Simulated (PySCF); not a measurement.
# How methods differ on the ionisation energy of C

C [He] 2s2 2p2 (3P) → C⁺ [He] 2s2 2p1 (2P), as a difference of total energies. Computed with PySCF 2.14 in Sapporo-DZP-2012, with scalar relativity by spin-free X2C-1e. Correlated levels: valence: 1s2 frozen. The calculations carry no spin-orbit coupling.

| method | ionisation energy (eV) | error (eV) |
| --- | --- | --- |
| UHF | 10.784 | -0.478 |
| M06-2X | 11.267 | +0.005 |
| PBE | 11.482 | +0.220 |
| MP2 (valence) | 11.122 | -0.140 |
| SCS-MP2 (valence) | 11.008 | -0.254 |
| CCSD (valence) | 11.017 | -0.245 |
| CCSD(T) (valence) | 11.027 | -0.235 |

Reference: 11.262 eV (measured; NIST levels, between the centres of gravity of the two terms).

Errors of the correlated levels include the incompleteness of this basis and the frozen core.
